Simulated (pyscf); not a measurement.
This saddle point was located with ωB97X-D3(BJ)/def2-SVP in PySCF.

```xyz
4

Ge     0.2289     0.5024    -0.9083
Se     2.1421     1.0437    -1.6248
Cl    -0.1119     0.2635     1.5411
H     -1.0111     0.1160     0.0485
```
Charge 0, spin multiplicity 1.

Surface: singlet, charge 0. Lowest wavenumbers (cm⁻¹): 1298i, 98, 324, 398, 432.

Q: Which two sides does it connect, and which bonds change?

A: :Ge=Se [singlet] + HCl <-> Cl–GeH=Se, an insertion read from left to right: Cl–H broken and Cl–Ge, Ge–H formed. At CCSD(T)/def2-TZVPP + ΔMP2(QZVPP) it lies +34.9 kcal/mol from the left side and +43.5 kcal/mol from the right (each side as separated species at their lowest minima found). Cl–GeH=Se lies 13.5 kcal/mol over its isomer Cl–Ge:–SeH [singlet] (electronic energy, ωB97M-D3(BJ)). This is the saddle that the search found; another between the same sides may lie lower. The CCSD(T) − MP2 part came from Ansatz, without density fitting, on the same reference. The frozen core leaves the outer d or s,p core shells of the metals and heavy elements correlated in the MP2 and CC values, and def2-TZVPP describes them poorly, which can shift differences by a few kcal/mol. Elements up to Kr have no core potential and no relativistic terms here.
